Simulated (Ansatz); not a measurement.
# C3H5F3: one species, many methods

One table from this session's results is given with a row withheld; the runs are named, their logs left out.

Program: Ansatz 0.2.0, Gaussian basis. Level of theory: functionals in def2-TZVPP, the program's frozen cores in correlated methods. These are calculated values, not measurements.

The runs, in order: PBE-D4, r2SCAN-D4, PBE0-D4, B3LYP-D4, ωB97X-V, ωB97M-V, B2PLYP; CCSD(T)/def2-TZVPP; MP2/def2-QZVPP; extrapolation to the limit.

### Structure used throughout

All runs share one geometry, relaxed beforehand with PBE0-D4 in a triple-zeta def2 set.

SMILES `CC(F)C(F)F`, 11 atoms, charge 0, spin multiplicity 1.

Atoms are counted from 1 here; the program's logs count them from 0.

Bond lengths: C1–C2 1.505 Å, C1–H7 1.090 Å, C1–H8 1.092 Å, C1–H9 1.091 Å, C2–F3 1.383 Å, C2–C4 1.516 Å, C2–H10 1.095 Å, C4–F5 1.351 Å, C4–F6 1.357 Å, C4–H11 1.096 Å. Angles: C2–C1–H7 109.6°, C2–C1–H8 110.7°, C2–C1–H9 110.4°, H7–C1–H8 108.5°, H7–C1–H9 108.7°, H8–C1–H9 108.8°, C1–C2–F3 109.7°, C1–C2–C4 112.9°, C1–C2–H10 111.8°, F3–C2–C4 106.6°, F3–C2–H10 107.7°, C4–C2–H10 108.0°, C2–C4–F5 110.2°, C2–C4–F6 109.2°, C2–C4–H11 112.5°, F5–C4–F6 107.6°, F5–C4–H11 108.4°, F6–C4–H11 108.8°.

Set-up of the first run:

The input, in.yaml:

```yaml
crystal:
  periodic: [false, false, false]
  atoms:
    - {symbol: C, position_ang: [0.178426, -0.886545, 0.940620]}
    - {symbol: C, position_ang: [0.545088, 0.171380, -0.064562]}
    - {symbol: F, position_ang: [1.407694, -0.360327, -1.005839]}
    - {symbol: C, position_ang: [-0.653658, 0.700474, -0.826327]}
    - {symbol: F, position_ang: [-0.276807, 1.702462, -1.650023]}
    - {symbol: F, position_ang: [-1.553490, 1.208098, 0.053228]}
    - {symbol: H, position_ang: [1.081890, -1.265006, 1.419658]}
    - {symbol: H, position_ang: [-0.332164, -1.720941, 0.454475]}
    - {symbol: H, position_ang: [-0.476776, -0.471132, 1.707102]}
    - {symbol: H, position_ang: [1.049593, 1.022260, 0.406098]}
    - {symbol: H, position_ang: [-1.144397, -0.073824, -1.426331]}
basis:
  gaussian: {orbitals: def2-TZVPP}
hamiltonian: {xc: pbe, dispersion: d4}
output: {forces: true, orbitals: {seedname: orbitals}}
```

Launch:

```console
ansatz run in.yaml --threads 4 --pin off --events-out ev --progress --plain --max-ram 10444MiB
```

Among the steps run: PBE-D4 (GGA); r2SCAN-D4 (meta-GGA); PBE0-D4 (hybrid); B3LYP-D4 (hybrid); ωB97X-V (range-separated); ωB97M-V (range-separated); B2PLYP (double hybrid); CCSD(T) in def2-TZVPP; MP2 in def2-QZVPP.

One table of the session follows, with a row left open; its other results are not shown here.

It belongs to the step «Atomisation energies». 

```
            method  atomisation energy (kcal/mol)
            PBE-D4                         1073.0
         r2SCAN-D4                         1045.2
           PBE0-D4                         1046.5
          B3LYP-D4                         1037.7
           ωB97X-V                         1043.8
           ωB97M-V                         1044.2
            B2PLYP                         1030.1
     HF/def2-TZVPP                          753.5
    MP2/def2-TZVPP                              ?
   CCSD/def2-TZVPP                          998.9
CCSD(T)/def2-TZVPP                         1015.2
           MP2/CBS                         1066.9
       CCSD(T)/CBS                         1040.5
```

Q: Estimate the row for MP2/def2-TZVPP from the others.

The run gave: atomisation energy (kcal/mol): 1041.5. In the column «atomisation energy (kcal/mol)» it lies between CCSD(T)/CBS (1040.5) and ωB97X-V (1043.8).
